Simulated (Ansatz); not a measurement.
## A ladder of methods for CH4Si (SMILES C[SiH])

CH4Si: 6 atoms, total charge 0, spin state singlet. As SMILES, `C[SiH]`. Geometry: relaxed at PBE0-D4/def2-TZVP.

```xyz
6

C    -0.0935   -0.3660   -0.3703
Si    0.9173    0.2098    1.1223
H    -1.1569   -0.4101   -0.1022
H     0.2150   -1.3356   -0.7630
H    -0.0240    0.3820   -1.1708
H     0.1422    1.5200    1.2840
```

Each level gives the energy change with the C1–H5 bond stretched from 1.098 to 1.372 Å (eV). The values are calculated.

```
                        level                    kind  program  value (eV)  less FCI/STO-3G
    SVWN5/STO-3G (restricted)                     LDA   Ansatz        0.91            +0.06
      PBE/STO-3G (restricted)                     GGA   Ansatz        0.86            +0.01
   r2SCAN/STO-3G (restricted)                meta-GGA   Ansatz        0.95            +0.10
    B3LYP/STO-3G (restricted)           global hybrid   Ansatz        0.93            +0.08
CAM-B3LYP/STO-3G (restricted)  range-separated hybrid   Ansatz        0.99            +0.14
  RPA@PBE/STO-3G (restricted)                     RPA   Ansatz        0.81            -0.04
      MP2/STO-3G (restricted)     perturbation theory   Ansatz        0.98            +0.13
  CCSD(T)/STO-3G (restricted)   coupled cluster or CI   Ansatz        0.85             0.00
                   FCI/STO-3G      exact in the basis   Ansatz        0.85             0.00
```

FCI/STO-3G is exact within its basis and frozen core, so for wave-function methods in that basis the difference is their error; functionals converge differently with the basis, so for them it is only a difference. The first shape isn't each level's own minimum. The values span 0.81 to 0.99 eV. All rows use very small basis sets, so none should be taken for the real molecule's value.
